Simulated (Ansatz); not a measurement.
# C₂H₂F₂: taking an electron away

How much energy removes an electron from C₂H₂F₂ at fixed geometry? The cation is run at each level and the neutral's energy taken from earlier runs.

Computed with Ansatz 0.2.0, Gaussian basis. Level: unrestricted cation, the program's frozen cores in correlated methods.

Plan: UKS PBE-D4/def2-TZVPP; UKS r2SCAN-D4/def2-TZVPP; UKS PBE0-D4/def2-TZVPP; UKS B3LYP-D4/def2-TZVPP; UKS wB97X-V/def2-TZVPP; UKS wB97M-V/def2-TZVPP; UKS B2PLYP/def2-TZVPP; UHF-CCSD(T)/def2-TZVPP; UHF-MP2/def2-QZVPP; extrapolation to the limit; then −ε(HOMO) from the neutral's earlier runs with LDA (SPW92), PBE-D4, revPBE-D4, BLYP-D4, r2SCAN-D4, B97M-V, PBE0-D4, B3LYP-D4, r2SCANh-D4, r2SCAN0-D4, HSE06-D4, BHLYP-D4, CAM-B3LYP-D4, LC-ωPBE, ωB97X-V, ωB97M-V.

## Step 1: Structure used throughout

An earlier PBE0-D4 in a triple-zeta def2 set relaxation fixed the geometry.

SMILES `C=C(F)F`, 6 atoms, charge 0, spin multiplicity 1.

Atoms are counted from 1 here; the program's logs count them from 0.

Bond lengths: C1–C2 1.315 Å, C1–H5 1.079 Å, C1–H6 1.079 Å, C2–F3 1.313 Å, C2–F4 1.313 Å. Angles: C2–C1–H5 119.7°, C2–C1–H6 119.7°, H5–C1–H6 120.6°, C1–C2–F3 125.2°, C1–C2–F4 125.2°, F3–C2–F4 109.6°.

## Step 2: Cation, UKS PBE-D4/def2-TZVPP

in.yaml reads:

```yaml
crystal:
  periodic: [false, false, false]
  atoms:
    - {symbol: C, position_ang: [-0.115932, 0.470995, -0.544449]}
    - {symbol: C, position_ang: [0.104986, -0.394621, 0.420124]}
    - {symbol: F, position_ang: [-0.454910, -0.363633, 1.607622]}
    - {symbol: F, position_ang: [0.919203, -1.422095, 0.343037]}
    - {symbol: H, position_ang: [0.394220, 0.360591, -1.488397]}
    - {symbol: H, position_ang: [-0.805566, 1.284764, -0.384237]}
basis:
  gaussian: {orbitals: def2-TZVPP}
total_charge: 1
magnetization: {spin_polarized: true, initial_magnetization: 1}
hamiltonian: {xc: pbe, dispersion: d4}
```

The runs that follow: Cation, UKS r2SCAN-D4/def2-TZVPP; Cation, UKS PBE0-D4/def2-TZVPP; Cation, UKS B3LYP-D4/def2-TZVPP; Cation, UKS wB97X-V/def2-TZVPP; Cation, UKS wB97M-V/def2-TZVPP; Cation, UKS B2PLYP (frozen core)/def2-TZVPP; Cation, UHF-CCSD(T)/def2-TZVPP; Cation, UHF-MP2/def2-QZVPP.

Q: Predict the results of all the runs planned. Wanted: ionisation energy, CCSD(T)/CBS; nearest functional by difference; nearest −ε(HOMO); −ε(HOMO) of PBE; T1 of the cation.

**Answer**, as computed:

```
                        quantity                value
  ionisation energy, CCSD(T)/CBS             10.72 eV
nearest functional by difference  B3LYP-D4 (-0.24 eV)
                nearest −ε(HOMO)   LC-ωPBE (-0.16 eV)
                 −ε(HOMO) of PBE              6.45 eV
                T1 of the cation                0.019
```

In words: Energy differences with functionals land within 0.47 eV of the reference. The PBE orbital energy is 4.3 eV too small: a semilocal HOMO is no ionisation energy. Among orbital estimates LC-ωPBE comes nearest. Hartree-Fock falls 1.36 eV short, as the neutral has more correlation energy than the cation. The cation may have settled in a state other than its lowest; no search over hole states beyond the program's own was made.
